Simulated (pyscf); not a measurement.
`[SiH3][SiH]([SiH3])[SiH3]` + `[FH]` -> `[F][SiH2][SiH]([SiH3])[SiH3]` + `[H][H]`, a four-centre exchange (singlet surface; H–Si, F–H broken, F–Si, H–H formed). Optimised with ωB97X-D3(BJ)/def2-SVP in PySCF. Energies in eV from the separated reactants.

Small-basis levels: PySCF, no dispersion term, spherical d functions. AM1 to PM7: differences of heats of formation from MOPAC, which are fitted to 298 K values and so differ in kind from electronic energies by zero-point and thermal terms. GFN2-xTB: tblite. Cost: rough CPU time at the saddle relative to B3LYP/6-31G*, from one job on a shared machine.

| level | barrier | reaction energy | cost |
|---|---|---|---|
| HF/STO-3G | 4.10 | -0.52 | 0.05 |
| HF/6-31G* | (withheld) | -1.22 | 0.1 |
| MP2/6-31G* | 1.44 | -1.48 | 0.1 |
| SVWN5/6-31G* | 0.40 | -1.40 | 1 |
| BP86/6-31G* | 0.96 | -1.38 | 2 |
| B3LYP/6-311+G** | 1.61 | -0.75 | 2 |
| GFN2-xTB | 1.40 | -1.43 | under 0.02 |
| AM1 | 4.41 | -0.67 | under 0.02 |
| PM6 | (withheld) | -2.29 | under 0.02 |
| ωB97M-D3(BJ)/def2-TZVP | (withheld) | -1.03 | – |

**Question.** Some entries are withheld; supply them.

**Answer.** 
- HF/6-31G*, barrier: 2.18
- PM6, barrier: 0.32
- ωB97M-D3(BJ)/def2-TZVP, barrier: 1.31

Against the last row the barrier runs from -0.99 (PM6) to +3.10 eV (AM1). ωB97M-D3(BJ)/def2-TZVP has limits of its own. At the saddle there is also a short H–Si contact that neither side keeps. One saddle was located; it need not be the lowest between these sides.
